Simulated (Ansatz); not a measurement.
# CH5B (triplet): the correlation ladder at distance B1–H4 along a hydrogen transfer = 1.770 Å, cc-pVDZ

The task here is to estimate one member of a computed series from the others.

Program: Ansatz 0.2.0, Gaussian basis. Level of theory: cc-pVDZ, core rule «outside noble gas», up to 2 orbitals frozen. These are calculated values, not measurements.

Plan: UHF; CCSD(T) on ROHF; CCSD(T) on UHF; BCCD(T) on ROHF; CISD; CCSDT(Q) on ROHF; CCSDT(Q) on UHF; CASSCF and NEVPT2, 4 electrons in 4 orbitals.

7 further runs of the same task are left out: 6 that didn't finish, 1 set aside as unsound or not needed.

### The geometry

The geometry derives from fragments relaxed apart (PBE0/def2-TZVP) and kept rigid, so it is no stationary point. A hydrogen atom is moved between rigid fragments.

7 atoms, charge 0, spin multiplicity 3.

Atoms are counted from 1 here; the program's logs count them from 0.

Bond lengths: B1–H2 1.193 Å, B1–H3 1.193 Å, H4–C5 1.186 Å, C5–H6 1.079 Å, C5–H7 1.079 Å. Angles: H2–B1–H3 120.0°, H4–C5–H6 112.6°, H4–C5–H7 112.6°, H6–C5–H7 134.8°.

Geometry (Å):

```xyz
7
CH5B
B    -1.5390    0.0000    0.0000
H    -2.1358    1.0336    0.0000
H    -2.1358   -1.0336    0.0000
H     0.2310    0.0000    0.0000
C     1.4170    0.0000    0.0000
H     1.8315    0.0000    0.9962
H     1.8315    0.0000   -0.9962
```

The first run:

Input file in.yaml:

```yaml
crystal:
  periodic: [false, false, false]
  atoms:
    - {symbol: B, position_ang: [-1.539018, 0.000000, 0.000000]}
    - {symbol: H, position_ang: [-2.135751, 1.033571, 0.000000]}
    - {symbol: H, position_ang: [-2.135751, -1.033571, 0.000000]}
    - {symbol: H, position_ang: [0.230982, 0.000000, 0.000000]}
    - {symbol: C, position_ang: [1.416982, 0.000000, 0.000000]}
    - {symbol: H, position_ang: [1.831450, 0.000000, 0.996161]}
    - {symbol: H, position_ang: [1.831450, 0.000000, -0.996161]}
basis:
  gaussian: {orbitals: cc-pVDZ}
magnetization: {spin_polarized: true, initial_magnetization: 2}
hamiltonian: {xc: hf}
output: {orbitals: {seedname: orbitals}}
```

Run with:

```console
> ansatz run in.yaml --threads 1 --pin off --events-out ev --progress --plain --max-ram 2393MiB
```

Steps of the session up to this table: UHF; CCSD(T) on ROHF; CCSD(T) on UHF; BCCD(T) on ROHF; CISD; CCSDT(Q) on ROHF; CCSDT(Q) on UHF; CASSCF and NEVPT2, 4 electrons in 4 orbitals.

One table of the session follows, with a row left open; its other results are not shown here.

It belongs to the step «Misses and costs». 

| method | from UCCSDT(Q) (kcal/mol) |
| --- | --- |
| ROHF | +162.70 |
| UHF | +156.90 |
| RMP2 | +30.78 |
| UMP2 | +30.94 |
| CISD | +15.76 |
| RCCSD | +3.74 |
| UCCSD | +3.66 |
| RCCSD(T) | ? |
| UCCSD(T) | +0.71 |
| BCCD(T) | +0.72 |
| RCCSDT | +0.14 |
| UCCSDT | +0.12 |
| RCCSDT(Q) | +0.02 |
| UCCSDT(Q) | 0 |
| CASSCF pair | +149.75 |
| NEVPT2 pair | +30.49 |

**Question.** Estimate the row for RCCSD(T).

As computed: from UCCSDT(Q) (kcal/mol): +0.70. In the column «from UCCSDT(Q) (kcal/mol)» it lies between RCCSDT (+0.14) and UCCSD(T) (+0.71).

To keep in mind: Restricted and unrestricted rows rest on different reference determinants; where their highest levels disagree by more than a few hundredths of an eV, they describe different states and don't form one ladder.
